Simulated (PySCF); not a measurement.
# CF: the cost of one run

Programs: PySCF 2.14.0, with density-fitted response routines of our own. Each step states its level of theory. These are calculated values for one molecule in the gas phase, unless marked as measured. Atoms are numbered from 0 throughout.

## Step 1: The starting structure

2 atoms, charge 0, multiplicity 2; geometry from: GFN2-xTB.

Bonds of the start (Å): C0–F1 1.27.

## Step 2: Geometry optimisation at PBE0-D3(BJ)/def2-TZVP

Job settings and geometry (Å):

```
{"job": {"xc": "PBE0", "basis": "def2-TZVP", "d3": "d3bj", "grid": 2, "kind": "geom"}, "charge": 0, "multiplicity": 2}
C      0.000000     0.000000     0.000000
F      0.000000     0.000000     1.274670
```

Q: Estimate the wall time of this first job on 2 threads of AMD EPYC 9R45 (Zen 5), shared host.

About 1.3 s.
